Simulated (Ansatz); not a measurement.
Consider GaAs in the zinc blende structure (space group F-43m, No. 216; a = 5.666 Å).

The values are results of r2SCAN (Ansatz, a first-principles code; PAW; 500 eV plane waves; no SOC), earlier PAW set, not measurements.

One thing is altered: B takes the place of Ga on all its sites, then cell and atoms are relaxed.

Measured lattice parameter a: GaAs 5.64 Å (static lattice; corrected from measurement; as listed in Daniel Mejia-Rodriguez, S. B. Trickey, Phys. Rev. B (2018)); BAs 4.777 Å (room temperature; as listed in M J Lucero, T M Henderson, G E Scuseria, Journal of Physics Condensed Matter (2012)).

Q: How well does r2SCAN reproduce the measured shift?

A: With r2SCAN the lattice parameter a moves by -0.883 Å (5.666 → 4.782) against -0.863 Å measured. The two measured values stand on different bases (one corrected, one not), which blurs small differences.

Whether these cells are dynamically stable was not tested.
